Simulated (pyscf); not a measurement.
hydrogen fluoride (HF) + F–Si•(F)–F → F–Si•(F)–F + hydrogen fluoride (HF) (four-centre exchange; doublet surface; F–H, F–Si broken, F–Si, F–H formed). Single points on ωB97X-D3(BJ)/def2-SVP structures (PySCF, gas phase). Energies in eV from the separated reactants.

```json
[
 {"level": "PBE/def2-TZVP", "barrier": "0.71", "reaction energy": "0.00"},
 {"level": "r²SCAN/def2-TZVP", "barrier": "0.78", "reaction energy": "0.00"},
 {"level": "B3LYP-D3(BJ)/def2-TZVP", "barrier": "…", "reaction energy": "0.00"},
 {"level": "PBE0-D3(BJ)/def2-TZVP", "barrier": "…", "reaction energy": "0.00"},
 {"level": "M06-2X/def2-TZVP", "barrier": "0.90", "reaction energy": "0.00"},
 {"level": "HF/def2-TZVP", "barrier": "1.69", "reaction energy": "0.00"}
]
```

Fill in the missing entries.


- B3LYP-D3(BJ)/def2-TZVP, barrier: 0.93
- PBE0-D3(BJ)/def2-TZVP, barrier: 0.85

The functionals in the table span 0.22 eV in this barrier, from PBE to B3LYP-D3(BJ). This is the saddle that the search found; another between the same sides may lie lower.
